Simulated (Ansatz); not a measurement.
The input, for Ansatz 0.2.0:

```yaml
crystal:
  periodic: [false, false, false]
  atoms:
    - {symbol: B, position_ang: [0.000000, 0.000000, -1.724667]}
    - {symbol: N, position_ang: [0.000000, 0.000000, -0.462667]}
    - {symbol: Ga, position_ang: [0.000000, 0.000000, 2.187333]}
basis:
  gaussian: {orbitals: cc-pVDZ}
magnetization: {spin_polarized: true, initial_magnetization: 1}
hamiltonian: {xc: hf}
scf: {lower_state_search: light}
output: {forces: true, orbitals: {seedname: orbitals}}
```

```sh
$ ansatz run in.yaml --threads 1 --pin off --events-out ev --progress --plain --max-ram 2393MiB
```

Log:

```
593 factors; integrals over basis functions are off by at most 1.2e-3 eV
mean field evaluation 1: about -54478.3904 eV, gradient 3.0e1 eV
mean field evaluation 2: about -54478.4928 eV, gradient 3.0e1 eV
mean field evaluation 4: about -54483.7323 eV, gradient 3.9e0 eV
mean field evaluation 8: about -54484.2306 eV, gradient 7.6e-1 eV
mean field evaluation 16: about -54484.3200 eV, gradient 4.6e-4 eV
mean field evaluation 32: about -54483.9982 eV, gradient 2.2e0 eV
mean field evaluation 64: about -54481.9660 eV, gradient 2.0e0 eV
mean field evaluation 96: about -54481.8205 eV, gradient 2.4e0 eV
mean field evaluation 128: about -54481.1492 eV, gradient 1.7e1 eV
mean field evaluation 160: about -54482.2637 eV, gradient 1.5e0 eV
mean field evaluation 192: about -54482.2728 eV, gradient 6.2e-1 eV
mean field evaluation 224: about -54480.6234 eV, gradient 4.4e0 eV
mean field evaluation 256: about -54484.1612 eV, gradient 1.7e0 eV
mean field -54484.32002459 eV, -2002.2618301053 hartree, gradient 2.0e-5 eV, S^2 0.952297; 1 other end points of the search recorded, 0 dependent functions left out
the calculation of the forces begins
reference -54484.32002459 eV, -2002.2618301053 hartree; 22, 21 occupied and 33, 34 virtual orbitals, 593 factors
Total energy: -54484.32002459 eV, -2002.2618301053 hartree
Atom 0 at     0.000000     0.000000    -1.724667 Å, force    -0.000000     0.000000     0.471493 eV/Å
Atom 1 at     0.000000     0.000000    -0.462667 Å, force     0.000000     0.000000     2.320755 eV/Å
Atom 2 at     0.000000     0.000000     2.187333 Å, force    -0.000000     0.000000    -2.792248 eV/Å
Dipole moment:     0.000000    -0.000000     1.439154 e Å
```

Forces (eV/Å):
```
B    0.000  0.000  0.471
N    0.000  0.000  2.321
Ga   0.000  0.000 -2.792
```

Ran on 1 thread of Arm Neoverse V1, shared host: 3.6 s wall, 0.24 GiB peak host memory.
